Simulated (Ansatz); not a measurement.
# Structure relaxation of CaOs

Method: Ansatz 0.2.0, DFT PBE, scalar-relativistic, plane waves, PAW. Cutoff 420 eV, Γ-centred k mesh, Gaussian smearing, no spin polarisation in the final step.

This is the end of a relaxation of cell and atoms.

```xyz
2
Lattice="0.0000 2.8974 2.8974 2.8974 0.0000 2.8974 2.8974 2.8974 0.0000" Properties=species:S:1:pos:R:3 pbc="T T T"
Ca    0.0000    0.0000    0.0000
Os    2.8974    2.8974    2.8974
```

Energies over the elements count from the elements' standard structures at the same level, with no empirical corrections.

Problem. What space group does it have?

Solution. Fm-3m (No. 225). Conventional cell: a = 5.795 Å. Ca is coordinated by 6 Os at 2.90 Å; around Os lie 6 Ca at 2.90 Å.

Problem. How far does it lie from the elements in energy?

Solution. 1.84 eV/atom.

Problem. Is it a metal?

Solution. Yes, bands cross the Fermi level on the 16×16×16 mesh.

The final run used a 16×16×16 mesh on its 2-atom cell and 0.10 eV smearing. For metals, differences of a few meV/atom aren't resolved. Spin–orbit coupling is left out. The cell came from a trial start, so CaOs may not exist in this structure.

Cost: 3 runs of about 0.3 core-minutes in all, on Arm Neoverse V1 (shared hosts).